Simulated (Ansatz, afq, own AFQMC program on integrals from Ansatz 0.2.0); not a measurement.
Integrals from Ansatz 0.2.0, then the random walk in our own AFQMC program (afq).

```yaml
crystal:
  periodic: [false, false, false]
  atoms:
    - {symbol: Si, position_ang: [0.017216, -0.038254, 0.559014]}
    - {symbol: O, position_ang: [0.017216, 0.083179, -1.084429]}
    - {symbol: H, position_ang: [1.220780, -0.759692, 1.056770]}
    - {symbol: H, position_ang: [0.017216, 1.351677, 1.068965]}
    - {symbol: H, position_ang: [-1.186348, -0.759692, 1.056770]}
    - {symbol: H, position_ang: [-0.804626, -0.086694, -1.545480]}
basis:
  gaussian: {orbitals: 6-31G}
magnetization: {spin_polarized: false}
correlation: {method: ccsd_t, electrons: outside_noble_gas, hamiltonian_folder: ham}
```

```sh
$ ansatz run in.yaml --threads 1 --pin off --events-out ev --progress --plain --max-ram 1382MiB
```

afq runs on the folder ham with

```
--method phaseless --trial cisd --walkers 40 --populations 1 --least-time 40 --time-step 0.01 --steps-per-block 5 --equilibration-blocks 200 --max-blocks 1200 --target-error 0.0018 --factor-cut 1e-05 --seed 6875 --release-times 0.3,0.6,0.9,1.2 --release-step 0.1 --release-every 20 --taylor-order 6
```

Times are imaginary, in 1/Eh. The walk had a cap of 213 s.

Log:

```
orbitals 24  electrons 7 7  factors 169 of 343
reference energy -366.03700283 Eh
CCSD correlation -0.19883334 Eh in 9 cycles, weight of the determinant in the CISD state 0.9165
energy of the start -366.235836 Eh
 block  time / (1/Eh)  mean weight  energy / Eh
     1     0.050  1.0030  -366.234818
     2     0.100  0.9996  -366.233843
     3     0.150  0.9962  -366.233061
     4     0.200  1.0013  -366.232916
     5     0.250  1.0017  -366.232348
     8     0.400  0.9944  -366.232253
    26     1.300  1.0008  -366.233528
   101     5.050  0.9989  -366.243019
   176     8.800  0.9976  -366.239676
   251    12.550  1.0010  -366.240530
   326    16.300  0.9976  -366.241366
   351    17.550  1.0037  -366.255893
   401    20.050  1.0017  -366.241854
   476    23.800  1.0035  -366.236641
   501    25.050  1.0028  -366.231883
   551    27.550  0.9995  -366.235350
   626    31.300  0.9972  -366.237652
   701    35.050  1.0034  -366.239843
   776    38.800  0.9981  -366.244732
   851    42.550  0.9962  -366.240219
   926    46.300  0.9983  -366.239174
   976    48.800  1.0033  -366.235973
blocks merged  error / Eh  count
     1  0.000178  800
     2  0.000240  400
     4  0.000320  200
     8  0.000410  100
    16  0.000487  50
    32  0.000566  25
    64  0.000604  12
released: time / (1/Eh)  energy / Eh  error  mean overlap
  0.30  -366.239650  0.000546  1.0053
  0.60  -366.239736  0.000488  1.0017
  0.90  -366.239466  0.000521  1.0038
  1.20  -366.238943  0.000426  1.0164
energy -366.239515 +/- 0.000566 Eh
(rows thinned)
```

The run passed its tests (sampling time, drift between the halves within three errors, error under three times the target), which doesn't prove that it has relaxed.

Against this walk (error 15.4 meV) on the same determinant: CCSD(T) 29.4 meV higher (within the noise), a separate phaseless walk with a CISD trial and standard settings 25.3 ± 21.5 meV lower (within the noise). The error is statistical and leaves out the bias of the constraint. None of these is a sure reference here. Released to 1.20 1/Eh the energy moves by 16 ± 19 meV (both errors), within twice the noise.

Cautions: constraint bias not in the error; the time-step error isn't removed.

The walk took 40 s on 1 thread of Arm Neoverse V2 (shared host). The log's last line is the phaseless energy.
